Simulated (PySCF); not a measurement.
Geometries of 2 isomers of C7H7 (doublet state), from PBE0-D3(BJ)/def2-SVP geometry optimisation, gas phase in PySCF. One conformer each, no zero-point energy, no frequencies.

**Question.** Which isomer lies lower at this level?
A.
```xyz
14
angstrom
C     -1.375   -0.858   -0.128
C     -1.508    0.565   -0.108
C     -0.543    1.527   -0.013
C      0.894    1.349    0.093
C      1.600    0.184    0.124
C      1.125   -1.169    0.061
C     -0.193   -1.599   -0.051
H     -2.304   -1.427   -0.212
H     -2.538    0.932   -0.179
H     -0.886    2.565   -0.017
H      1.475    2.274    0.156
H      2.687    0.287    0.209
H      1.891   -1.947    0.105
H     -0.326   -2.686   -0.083
```
B.
```xyz
14
angstrom
C      2.320   -0.187    0.016
C      0.917   -0.073    0.004
C      0.276    1.191   -0.133
C     -1.105    1.295   -0.144
C     -1.905    0.153   -0.018
C     -1.300   -1.103    0.118
C      0.080   -1.218    0.130
H      2.956    0.695   -0.080
H      2.803   -1.160    0.121
H      0.895    2.086   -0.231
H     -1.573    2.277   -0.251
H     -2.994    0.241   -0.027
H     -1.920   -1.997    0.216
H      0.547   -2.201    0.236
```

**Answer.** B. That is `[CH2]C1=CC=CC=C1` (benzyl), 17.6 kcal/mol below the other.

```json
{"SMILES": "[CH2]c1ccccc1", "atoms numbered as above": "[CH2:1][c:2]1[cH:3][cH:4][cH:5][cH:6][cH:7]1", "E (Eh)": "-270.40634", "relative (kcal/mol)": "0.0", "relative (kJ/mol)": "0.0", "dipole (D)": "0.05", "⟨S²⟩": "0.796"}
{"SMILES": "[CH]1C=CC=CC=C1", "atoms numbered as above": "[CH:1]1[CH:2]=[CH:3][CH:4]=[CH:5][CH:6]=[CH:7]1", "E (Eh)": "-270.37828", "relative (kcal/mol)": "17.6", "relative (kJ/mol)": "73.7", "dipole (D)": "0.04", "⟨S²⟩": "0.784"}
```
